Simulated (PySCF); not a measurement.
A series of substituents X on one scaffold: allyl-X. All species are isolated molecules in the gas phase. One relaxed conformer stands for each flexible species; it need not be the lowest. Strings in code marks are SMILES.

The four lowest singlet excitations (Tamm–Dancoff). Level of theory: PySCF 2.14.0 with B3LYP-D3(BJ)/def2-TZVP. B3LYP has the VWN-RPA correlation part, as in Gaussian. Excitations are Tamm–Dancoff values on a coarser integration grid. The basis has no diffuse functions, so Rydberg states are missing or too high.

| state | energy (eV) | wavelength (nm) | oscillator strength |
|---|---|---|---|
| S1 | 7.04 | 176 | 0.027 |
| S2 | 7.45 | 167 | 0.085 |
| S3 | 7.55 | 164 | 0.005 |
| S4 | 7.61 | 163 | 0.010 |

Problem. Identify which member gives these states.
(A) `C=CC`
(B) `C=CCCO`
(C) `[C-]#[N+]CC=C`
(D) `C#CCC=C`

Solution. C, `[C-]#[N+]CC=C`
